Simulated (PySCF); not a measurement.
# The bond of P₂−, level by level

An exercise on one series of results from a longer session: the logs are not shown, and one member is left open.

Computed with PySCF 2.14.0. Level: P def2-TZVPPD, no relativity.

3 further runs of the same task are left out: 3 set aside as unsound or not needed.

Set-up of the first run:

The job is set up so:

```yaml
atoms: P, P
charge: -1
basis: P def2-TZVPPD
Hamiltonian: no relativity
basis_functions: 96
electrons_treated: 31
masses_in_u: 30.9738, 30.9738
levels: PBE0, PBE, r²SCAN, M06-L, BHandHLYP, LDA, M06-2X, B2PLYP, HSE06, MP2, SCS-MP2, CCSD, CCSD(T)
grid: 80 radial by 434 angular points
occupations: held fixed by the projection of orbital angular momentum
dissociation_limit: P + P−, each in its ground configuration
starting_distance_in_angstrom: 2.230
values_of_2S_to_try: 1, 3, 5
```

Run with:

```bash
$ OMP_NUM_THREADS=2 python dia.py task.json out
```

Steps of the session up to this table: The job; First curve: PBE0; Higher solutions at PBE0; PBE (GGA); r²SCAN; M06-L (meta-GGA); BHandHLYP (global hybrid GGA); LDA; M06-2X (hybrid meta-GGA); B2PLYP; HSE06; Correlated methods on the Hartree–Fock reference.

One of the session's tables, all rows but one given; the rest of the session is left out.

Differences from CCSD(T) in the same basis:

```
      level  Re (mÅ)  ωe (%)
    UHF-MP2       -1    -1.4
UHF-SCS-MP2       -3    -0.4
   UHF-CCSD      -15    +4.6
        LDA      -18    +2.0
        PBE        ?       ?
     r²SCAN      -16    +3.6
      M06-L      -19    +4.3
       PBE0      -25    +6.2
      HSE06      -24    +5.7
  BHandHLYP      -38    +9.5
     M06-2X      -32    +8.4
     B2PLYP       -7    -0.2
```

**Question.** Estimate the row for PBE.

The run gave: Re (mÅ): -2; ωe (%): -0.3. In the column «Re (mÅ)» it lies between UHF-SCS-MP2 (-3) and UHF-MP2 (-1).
